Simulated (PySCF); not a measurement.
How well do the runs reproduce experiment for C2H3N3?

**The experiment to reproduce.**

NIST CCCBDB Release 22 (SRD 101), experimental dipoles lists, for the gas: dipole moment 2.7 ± 0.1 D.

The runs below try to reproduce these values; the comparison stands at the end.

C2H3N3.
Numbering: `[cH:1]1[n:2][cH:3][nH:4][n:5]1` (hydrogens: H6 on C1; H7 on C3; H8 on N4)

Structure used (GFN2-xTB), in Å, numbered top down from 1:
```
atom  x, y, z in Å
C1     1.2335   -0.0598   -0.1289
N2     0.4367   -1.1474   -0.0709
C3    -0.7625   -0.6418    0.0607
N4    -0.6897    0.7031    0.0813
N5     0.5888    1.0777   -0.0402
H6     2.2963   -0.1187   -0.2372
H7    -1.6745   -1.1963    0.1414
H8    -1.4195    1.3927    0.1693
```

Runs made with PySCF (gas phase, on this GFN2-xTB geometry; no spin–orbit coupling):

| level | job | basis functions | wall time |
| --- | --- | --- | --- |
| PBE0/pcSseg-1 | shieldings, ring-centre shieldings, charges and field gradients | 100 | 7.8 s |
| CAM-B3LYP/def2-SVPD | 8 singlets by full TDDFT, 3 Tamm–Dancoff triplets, polarisability | 124 | 6.9 s |
| B3LYP/pcJ-1 | spin–spin couplings from 8 perturbed nuclei | 165 | 17 s |

Hardware: one thread, x86-64 server, no GPU, shared host.

## Comparison

**Dipole moment.** Measured: 2.7 D (NIST CCCBDB Release 22 (SRD 101), experimental dipoles).

| level | computed (D) | computed − measured (D) | % (from the printed values) |
| --- | --- | --- | --- |
| PBE0/pcSseg-1 | 2.92 | +0.22 | +8 |
| CAM-B3LYP/def2-SVPD | 2.89 | +0.19 | +7 |
| B3LYP/pcJ-1 | 2.92 | +0.22 | +8 |

All 3 levels lie above the measurement. The computed dipoles belong to one fixed geometry; measured ones are averaged over vibrations unless marked μe. Magnitudes are compared, not signs.

No measured geometry was used, and the causes of the misses weren't examined.
